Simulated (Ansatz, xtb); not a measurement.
## CH2ClSi: where a starting geometry ends

The starting geometry of this gas-phase doublet has its atoms placed at random.

```yaml
atoms:
  - { symbol: C, position_ang: [0.8718, 0.3797, 0.1153] }
  - { symbol: Cl, position_ang: [-1.2616, -0.6418, 0.9515] }
  - { symbol: Si, position_ang: [-0.7567, -0.3610, -1.8793] }
  - { symbol: H, position_ang: [-0.5521, -0.1799, -0.0482] }
  - { symbol: H, position_ang: [0.6584, 1.3280, 0.4167] }
```

One run relaxed it with r2SCAN-D4/def2-SVP. What is a likely outcome?

It ends as a structure given below by its coordinates. Contacts that open: Cl2–H4 (1.31 → 3.24 Å). Contacts that close: C1–Si3 (2.68 → 1.83 Å), C1–H4 (1.54 → 1.10 Å), Cl2–Si3 (2.89 → 2.11 Å).

The energy falls by 7.37 eV over 18 steps:

```tsv
step	E − E(last) (eV)
1	7.375
3	4.339
5	3.212
7	2.365
9	0.896
10	0.432
12	0.027
14	0.007
16	0.000
18	0.000
```

Final geometry (Å):

```json
{"atom": "C", "x (Å)": "0.2829", "y (Å)": "0.6084", "z (Å)": "0.0138"}
{"atom": "Cl", "x (Å)": "-1.7448", "y (Å)": "-1.7291", "z (Å)": "0.1109"}
{"atom": "Si", "x (Å)": "-0.4688", "y (Å)": "-0.6021", "z (Å)": "-1.1279"}
{"atom": "H", "x (Å)": "-0.2915", "y (Å)": "1.0738", "z (Å)": "0.8292"}
{"atom": "H", "x (Å)": "1.1820", "y (Å)": "1.1739", "z (Å)": "-0.2701"}
```

From the same start GFN2-xTB reaches the same bonding as this run.

From so rough a start the end depends on the optimiser's path, so another program may land elsewhere. The end wasn't checked by frequencies. Open shells are spin-unrestricted. Run with Ansatz 0.2.0, 61 s on 1 thread of Intel(R) Xeon(R) 6975P-C (Granite Rapids), with other jobs on the host.
